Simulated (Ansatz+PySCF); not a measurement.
Results of a calculation; reference values are marked as such.
```yaml
atoms:
  - { symbol: S, position_ang: [0.0000, 0.0000, -0.2080] }
  - { symbol: H, position_ang: [0.0000, 1.9430, 1.6643] }
  - { symbol: H, position_ang: [0.0000, -1.9430, 1.6643] }
```

RHF-CCSD(T) on singlet H2S was run in several spherical basis sets with Ansatz (development build ahead of 0.2.0). Frozen core: 5 orbitals. Caution for RHF-CCSD(T): an unrestricted determinant lies well below; large amplitudes, a single reference is doubtful; the program doubts this total.

Task: Rank the basis sets by the total energy that they give, lowest first, with the distance from the lowest.
A. cc-pVDZ
B. 6-31G
C. 6-31G(d)

Result: A (0.00 eV), C (0.88 eV), B (2.82 eV).

Totals follow the description of the cores as much as that of the bonds, so this order isn't one of quality for chemistry.
